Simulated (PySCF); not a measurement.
Published values to compare with (the computed states carry no symmetry labels, so the two lists aren't matched line by line):

```json
{"state": "3A1(π→π*)", "E (eV)": "4.18", "f": "", "kind of transition": "vertical absorption", "source": "[1]"}
{"state": "1B2(π→π*)", "E (eV)": "4.69", "f": "", "kind of transition": "0-0 transition", "source": "[2]"}
{"state": "3B2(π→π*)", "E (eV)": "4.75", "f": "", "kind of transition": "vertical absorption", "source": "[1]"}
{"state": "1B2(π→π*)", "E (eV)": "4.84", "f": "", "kind of transition": "absorption maximum", "source": "[2]"}
{"state": "3A1(π→π*)", "E (eV)": "4.87", "f": "", "kind of transition": "vertical absorption", "source": "[1]"}
{"state": "1B2(π→π*)", "E (eV)": "5.01", "f": "0.007", "kind of transition": "vertical absorption", "source": "[1]"}
{"state": "3B2(π→π*)", "E (eV)": "5.93", "f": "", "kind of transition": "vertical absorption", "source": "[1]"}
{"state": "1A1(π→π*)", "E (eV)": "6.19", "f": "", "kind of transition": "absorption maximum", "source": "[2]"}
{"state": "1A1(π→π*)", "E (eV)": "6.21", "f": "", "kind of transition": "absorption maximum", "source": "[2]"}
{"state": "1B1(Ryd)", "E (eV)": "6.32", "f": "", "kind of transition": "0-0 transition", "source": "[2]"}
{"state": "1A1(π→π*)", "E (eV)": "6.43", "f": "0.000", "kind of transition": "vertical absorption", "source": "[1]"}
{"state": "1B1(Ryd)", "E (eV)": "6.47", "f": "0.003", "kind of transition": "vertical absorption", "source": "[1]"}
{"state": "1A2(Ryd)", "E (eV)": "6.83", "f": "", "kind of transition": "vertical absorption", "source": "[1]"}
{"state": "1B1(Ryd)", "E (eV)": "6.89", "f": "", "kind of transition": "0-0 transition", "source": "[2]"}
{"state": "1A1(π→π*)", "E (eV)": "6.99", "f": "", "kind of transition": "absorption maximum", "source": "[2]"}
{"state": "1A1(π→π*)", "E (eV)": "7.00", "f": "", "kind of transition": "absorption maximum", "source": "[2]"}
{"state": "1B1(Ryd)", "E (eV)": "7.06", "f": "0.022", "kind of transition": "vertical absorption", "source": "[1]"}
{"state": "1A2(Ryd)", "E (eV)": "7.09", "f": "", "kind of transition": "vertical absorption", "source": "[1]"}
{"state": "1B2(π→π*)", "E (eV)": "7.19", "f": "0.556", "kind of transition": "vertical absorption", "source": "[1]"}
{"state": "1A1(π→π*)", "E (eV)": "7.22", "f": "0.584", "kind of transition": "vertical absorption", "source": "[1]"}
```

[1] computed, theoretical best estimate (aug-cc-pVTZ), gas; Loos, Jacquemin, substituted benzenes, arXiv:2401.13809 (2024)
[2] measured, gas; Loos, Jacquemin, substituted benzenes, arXiv:2401.13809 (2024)

Species: C6H5F.
SMILES: `Fc1ccccc1`

Computed with TDDFT CAM-B3LYP/def2-SVPD, vertical, gas phase, core orbitals frozen in the response (PySCF 2.14.0, density-fitted response routines). Geometry: GFN2-xTB; no solvent, vibrations or thermal averaging.

Computed singlets: 5.51 eV (f 0.012); 6.28 eV (f 0.001); 7.24 eV (f 0.596); 7.27 eV (f 0.005); 7.28 eV (f 0.588); 7.62 eV (f 0.000); 7.67 eV (f 0.016); 7.95 eV (f 0.000). Computed triplets (Tamm–Dancoff): 4.19, 4.71, 4.90 eV.

Task: How does the lowest computed singlet compare with the best estimate listed for the lowest singlet (vertical absorption)?

Result: 5.51 eV against 5.01 eV for 1B2(π→π*) [1]: a difference of +0.50 eV. Geometry and basis of the two calculations needn't be the same.

Task: How does the lowest computed triplet compare with the best estimate listed for the lowest triplet (vertical absorption)?

Result: 4.19 eV against 4.18 eV for 3A1(π→π*) [1]: a difference of 0.00 eV. Geometry and basis of the two calculations needn't be the same.

Adiabatic (Te) and 0-0 energies refer to the relaxed excited state and aren't the vertical quantity computed here.

A measured band maximum holds vibronic effects and, in solution, solvent shifts, so it needn't equal the vertical energy.
